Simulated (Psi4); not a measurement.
# quartet SiCl: levels of theory compared

Wanted: a comparison of 5 runs (U-revPBE/aug-cc-pVTZ, UBLYP/aug-cc-pVTZ, UMP2/aug-cc-pVTZ, UCCSD/aug-cc-pVTZ, UCCSD(T)/aug-cc-pVTZ) of quartet SiCl. 

Program for the calculation: Psi4 1.11.

4 further runs of the same task are left out: 2 that didn't finish, 2 set aside as unsound or not needed.

## (1) Starting point

SiCl: 2 atoms, total charge 0, spin state quartet. As SMILES of the parent species, `[Si]Cl`. Geometry: relaxed at PBE0-D4/def2-TZVP. That shape belongs to the parent species and isn't relaxed for this state.

Bond lengths: Si1–Cl2 2.067 Å.

## (2) Energy and gradient at U-revPBE/aug-cc-pVTZ (run 1)

job.py reads:

```python
import psi4

psi4.set_memory(2200000000)
psi4.set_num_threads(1)
psi4.core.set_output_file('clsi.out', False)

geom = psi4.geometry("""
0 4
Si     0.881810    -0.293660     0.452120
Cl    -0.881810     0.293660    -0.452120
symmetry c1
no_reorient
no_com
""")

psi4.set_options({
    'basis': 'aug-cc-pVTZ',
    'reference': 'uks',
    'puream': True,
    'e_convergence': 1e-09,
    'd_convergence': 1e-08,
    'scf_type': 'pk',
    'dft_radial_points': 99,
    'dft_spherical_points': 590,
    'maxiter': 100,
})

energy_value, wavefunction = psi4.gradient('revpbe', molecule=geom, return_wfn=True)
print('gradient / Eh bohr^-1')
print(energy_value.np.round(6))
print(f'energy = {wavefunction.energy():.10f} Eh')
```

The run is started by

```bash
python job.py
```

clsi.out:

```text
[...]
  Running in c1 symmetry.
[...]
  Nuclear repulsion =   60.927613994992669
[...]
  Multiplicity = 4
[...]
  Nalpha       = 17
  Nbeta        = 14
[...]
    Number of basis functions: 100
[...]
   @UKS iter   1:  -749.39070647721712   -9.43470e-02   3.38607e-03 DIIS/ADIIS
[...]
   @UKS iter  11:  -749.44473061767042   -1.13687e-12   1.35915e-09 DIIS
[...]
   @S^2 Observed:                3.751790861E+00
[...]
    Orbital Energies [Eh]
    ---------------------
    Alpha Occupied:
       1A   -100.752033     2A    -65.517823     3A     -9.222164
       4A     -7.042629     5A     -7.031729     6A     -7.031729
       7A     -5.129753     8A     -3.538732     9A     -3.535516
      10A     -3.535516    11A     -0.786401    12A     -0.474241
      13A     -0.340484    14A     -0.331082    15A     -0.331082
      16A     -0.173779    17A     -0.173779
    Alpha Virtual:
      18A     -0.061856    19A     -0.009300    20A      0.015206
      21A      0.015206    22A      0.022753    23A      0.044050
      24A      0.050474    25A      0.050475    26A      0.071215
[...]
  @UKS Final Energy:  -749.44473061767042
   => Energetics <=
    Nuclear Repulsion Energy =             60.9276139949926687
    One-Electron Energy =               -1156.8426129447045696
    Two-Electron Energy =                 395.4214940682841188
    DFT Exchange-Correlation Energy =     -48.9512257362426695
    Empirical Dispersion Energy =           0.0000000000000000
    VV10 Nonlocal Energy =                  0.0000000000000000
    Total Energy =                       -749.4447306176704160
[...]
 Multipole Moments:
 ------------------------------------------------------------------------------------
     Multipole            Electronic (a.u.)      Nuclear  (a.u.)        Total (a.u.)
 ------------------------------------------------------------------------------------
 L = 1.  Multiply by 2.5417464519 to convert [e a0] to [Debye]
 Dipole X            :          5.1954691           -4.9991382            0.1963309
 Dipole Y            :         -1.7301930            1.6648109           -0.0653820
 Dipole Z            :          2.6638114           -2.5631489            0.1006624
 Magnitude           :                                                    0.2301164
[...]
  -Total Gradient:
     Atom            X                  Y                   Z
    ------   -----------------  -----------------  -----------------
       1       -0.007011528831     0.002334976421    -0.003594938156
       2        0.007009431833    -0.002334278078     0.003593862990
[...]
```

Standard output:

```text
gradient / Eh bohr^-1
[[-0.007012  0.002335 -0.003595]
 [ 0.007009 -0.002334  0.003594]]
energy = -749.4447306177 Eh
```

Run time: 47 s. Hardware: 1 thread of Intel Xeon at 2.70GHz, shared host; peak memory 0.9 GiB.

## (3) A single-point energy at UBLYP/aug-cc-pVTZ (run 2)

clsi_ase.py reads:

```python
import numpy as np
from ase.calculators.psi4 import Psi4
from ase import Atoms

atoms = Atoms(['Si', 'Cl'], positions=[
    [0.881810, -0.293660, 0.452120],
    [-0.881810, 0.293660, -0.452120],
])
calc = Psi4(atoms=atoms, method='blyp', basis='aug-cc-pVTZ', memory='2200MB', num_threads=1, charge=0, multiplicity=4, label='clsi', reference='uks')
calc.psi4.set_options({'puream': True, 'e_convergence': 1e-09, 'd_convergence': 1e-08, 'scf_type': 'pk', 'dft_radial_points': 99, 'dft_spherical_points': 590, 'maxiter': 100})
atoms.calc = calc

print(f'energy: {atoms.get_potential_energy():.6f} eV')
```

The run is started by

```bash
python clsi_ase.py
```

clsi.dat:

```text
[...]
  Running in c1 symmetry.
[...]
  Nuclear repulsion =   60.927613994992669
[...]
  Multiplicity = 4
[...]
  Nalpha       = 17
  Nbeta        = 14
[...]
    Number of basis functions: 100
[...]
   @UKS iter   1:  -749.51651362270627   -7.58903e-02   3.61559e-03 DIIS/ADIIS
[...]
   @UKS iter  11:  -749.57687985167206   -6.82121e-13   2.49492e-09 DIIS
[...]
   @S^2 Observed:                3.751606264E+00
[...]
    Orbital Energies [Eh]
    ---------------------
    Alpha Occupied:
       1A   -100.803247     2A    -65.560633     3A     -9.216953
       4A     -7.051249     5A     -7.040244     6A     -7.040244
       7A     -5.118686     8A     -3.541018     9A     -3.537388
      10A     -3.537388    11A     -0.783640    12A     -0.466322
      13A     -0.332216    14A     -0.327268    15A     -0.327268
      16A     -0.161867    17A     -0.161867
    Alpha Virtual:
      18A     -0.053454    19A     -0.004283    20A      0.021574
      21A      0.021574    22A      0.027119    23A      0.047656
      24A      0.056572    25A      0.056572    26A      0.074103
[...]
  @UKS Final Energy:  -749.57687985167206
   => Energetics <=
    Nuclear Repulsion Energy =             60.9276139949926687
    One-Electron Energy =               -1156.8459456376153867
    Two-Electron Energy =                 395.4156328386637824
    DFT Exchange-Correlation Energy =     -49.0741810477132177
    Empirical Dispersion Energy =           0.0000000000000000
    VV10 Nonlocal Energy =                  0.0000000000000000
    Total Energy =                       -749.5768798516720608
[...]
 Multipole Moments:
 ------------------------------------------------------------------------------------
     Multipole            Electronic (a.u.)      Nuclear  (a.u.)        Total (a.u.)
 ------------------------------------------------------------------------------------
 L = 1.  Multiply by 2.5417464519 to convert [e a0] to [Debye]
 Dipole X            :         -0.5697419            0.7389312            0.1691893
 Dipole Y            :          0.1897352           -0.2460786           -0.0563434
 Dipole Z            :         -0.2921170            0.3788635            0.0867464
 Magnitude           :                                                    0.1983042
[...]
```

On the terminal:

```text
energy: -20397.025833 eV
```

Run time: 17 s. Hardware: 1 thread of Intel Xeon at 2.70GHz, shared host; peak memory 0.95 GiB.

Run 3 isn't shown in full; the table further down has it.

## (4) A single-point energy at UCCSD/aug-cc-pVTZ (run 4)

job.py reads:

```python
import psi4

psi4.set_memory('2200 MB')
psi4.set_num_threads(1)
psi4.core.set_output_file('psi4.out', False)

mol = psi4.geometry("""
0 4
Si     0.881810    -0.293660     0.452120
Cl    -0.881810     0.293660    -0.452120
symmetry c1
""")

psi4.set_options({
    'basis': 'aug-cc-pVTZ',
    'reference': 'uhf',
    'puream': True,
    'e_convergence': 1e-09,
    'd_convergence': 1e-08,
    'scf_type': 'pk',
    'num_frozen_docc': 10,
    'maxiter': 100,
})

E, wfn = psi4.energy('ccsd', molecule=mol, return_wfn=True)
print(f'ccsd energy: {E:.10f} Eh')
```

The run is started by

```bash
python job.py
```

psi4.out:

```text
[...]
  Running in c1 symmetry.
[...]
  Nuclear repulsion =   60.927613994992669
[...]
  Multiplicity = 4
[...]
  Nalpha       = 17
  Nbeta        = 14
[...]
    Number of basis functions: 100
[...]
   @UHF iter   1:  -748.34327614028518   -4.43904e-01   1.76790e-03 ADIIS/DIIS
[...]
   @UHF iter  13:  -748.37740307875436   -7.84439e-12   4.43290e-09 DIIS
[...]
   @S^2 Observed:                3.754486620E+00
[...]
    Orbital Energies [Eh]
    ---------------------
    Alpha Occupied:
       1A   -104.854584     2A    -68.862651     3A    -10.579134
       4A     -8.048595     5A     -8.044567     6A     -8.044567
       7A     -6.209185     8A     -4.319178     9A     -4.319178
      10A     -4.309719    11A     -1.121733    12A     -0.717605
      13A     -0.514841    14A     -0.510388    15A     -0.510388
      16A     -0.324226    17A     -0.324226
    Alpha Virtual:
      18A      0.039840    19A      0.056548    20A      0.063125
      21A      0.063125    22A      0.101180    23A      0.120838
      24A      0.137581    25A      0.137581    26A      0.138867
[...]
  @UHF Final Energy:  -748.37740307875436
   => Energetics <=
    Nuclear Repulsion Energy =             60.9276139949926687
    One-Electron Energy =               -1156.9507711890037172
    Two-Electron Energy =                 347.6457541152565796
    Total Energy =                       -748.3774030787544689
  UHF NO Occupations:
  HONO-2 :   15  A 1.0000000
  HONO-1 :   16  A 1.0000000
[...]
 Multipole Moments:
 ------------------------------------------------------------------------------------
     Multipole            Electronic (a.u.)      Nuclear  (a.u.)        Total (a.u.)
 ------------------------------------------------------------------------------------
 L = 1.  Multiply by 2.5417464519 to convert [e a0] to [Debye]
 Dipole X            :          0.0000000            0.0000000            0.0000000
 Dipole Y            :          0.0000000            0.0000000            0.0000000
 Dipole Z            :         -0.3507445            0.8660898            0.5153453
 Magnitude           :                                                    0.5153453
[...]
      * MP2 total energy                      = -748.616689759208271
[...]
      * CCSD total energy                     = -748.641242950643345
```

On the terminal:

```text
ccsd energy: -748.6412429506 Eh
```

Wall time 87 s (1 thread of Intel Xeon at 2.70GHz, shared host); peak memory 1 GiB.

## (5) A single-point energy at UCCSD(T)/aug-cc-pVTZ (run 5)

clsi.xyz reads:

```xyz
2
ClSi
Si     0.881810    -0.293660     0.452120
Cl    -0.881810     0.293660    -0.452120
```

clsi_ase.py reads:

```python
import numpy as np
from ase.calculators.psi4 import Psi4
from ase.io import read

a = read('clsi.xyz')
calc = Psi4(atoms=a, method='ccsd(t)', basis='aug-cc-pVTZ', memory='2200MB', num_threads=1, charge=0, multiplicity=4, label='calc', reference='uhf')
calc.psi4.set_options({'puream': True, 'e_convergence': 1e-09, 'd_convergence': 1e-08, 'scf_type': 'pk', 'num_frozen_docc': 10, 'maxiter': 100})
a.calc = calc

print(f'energy: {a.get_potential_energy():.6f} eV')
```

The run is started by

```bash
python clsi_ase.py
```

calc.dat:

```text
[...]
  Running in c1 symmetry.
[...]
  Nuclear repulsion =   60.927613994992669
[...]
  Multiplicity = 4
[...]
  Nalpha       = 17
  Nbeta        = 14
[...]
    Number of basis functions: 100
[...]
   @UHF iter   1:  -748.34327614028530   -4.43904e-01   1.76790e-03 DIIS/ADIIS
[...]
   @UHF iter  13:  -748.37740307875526   -8.52651e-12   4.43290e-09 DIIS
[...]
   @S^2 Observed:                3.754486620E+00
[...]
    Orbital Energies [Eh]
    ---------------------
    Alpha Occupied:
       1A   -104.854584     2A    -68.862651     3A    -10.579134
       4A     -8.048595     5A     -8.044567     6A     -8.044567
       7A     -6.209185     8A     -4.319178     9A     -4.319178
      10A     -4.309719    11A     -1.121733    12A     -0.717605
      13A     -0.514841    14A     -0.510388    15A     -0.510388
      16A     -0.324226    17A     -0.324226
    Alpha Virtual:
      18A      0.039840    19A      0.056548    20A      0.063125
      21A      0.063125    22A      0.101180    23A      0.120838
      24A      0.137581    25A      0.137581    26A      0.138867
[...]
  @UHF Final Energy:  -748.37740307875526
   => Energetics <=
    Nuclear Repulsion Energy =             60.9276139949926687
    One-Electron Energy =               -1156.9507711890064456
    Two-Electron Energy =                 347.6457541152583417
    Total Energy =                       -748.3774030787553784
  UHF NO Occupations:
  HONO-2 :   15  A 1.0000000
  HONO-1 :   16  A 1.0000000
[...]
 Multipole Moments:
 ------------------------------------------------------------------------------------
     Multipole            Electronic (a.u.)      Nuclear  (a.u.)        Total (a.u.)
 ------------------------------------------------------------------------------------
 L = 1.  Multiply by 2.5417464519 to convert [e a0] to [Debye]
 Dipole X            :         -0.2992485            0.7389312            0.4396827
 Dipole Y            :          0.0996556           -0.2460786           -0.1464230
 Dipole Z            :         -0.1534302            0.3788635            0.2254333
 Magnitude           :                                                    0.5153453
[...]
      * MP2 total energy                      = -748.616689759210317
[...]
      * CCSD total energy                     = -748.641242950645392
[...]
      * CCSD(T) total energy                     = -748.653674631114313
```

The script printed:

```text
energy: -20371.904139 eV
```

Wall time 98 s (1 thread of Intel Xeon at 2.70GHz, shared host); peak memory 1.1 GiB.

## (6) Overview of the runs

```
run                 level      task  frozen core orbitals  energy (Eh)  HOMO energy (eV)   ⟨S²⟩  wall time
  1  U-revPBE/aug-cc-pVTZ  gradient                     0  -749.444731             -4.73  3.752       47 s
  2     UBLYP/aug-cc-pVTZ    energy                     0  -749.576880             -4.40  3.752       17 s
  3      UMP2/aug-cc-pVTZ    energy                    10  -748.616690             -8.82  3.754       26 s
  4     UCCSD/aug-cc-pVTZ    energy                    10  -748.641243             -8.82  3.754       87 s
  5  UCCSD(T)/aug-cc-pVTZ    energy                    10  -748.653675             -8.82  3.754       98 s
```

## (7) Results

| quantity | value |
| --- | --- |
| run 5: total energy | -748.65367 Eh |
| run 5: HOMO energy (Hartree–Fock orbitals) (highest over α and β) | -8.82 eV |
| run 5: LUMO energy (Hartree–Fock orbitals) (lowest over α and β) | -1.52 eV |
| run 5: correlation energy (10 core orbitals frozen) | -276.3 mEh |
| run 5: (T) correction | -12.43 mEh |
| run 5: ⟨S²⟩ of the reference determinant | 3.754 |
| run 5: T1 diagnostic | 0.030 |

In words: Totals of different functionals can't be ranked against each other. All runs together took 4.6 min, the longest 98 s.
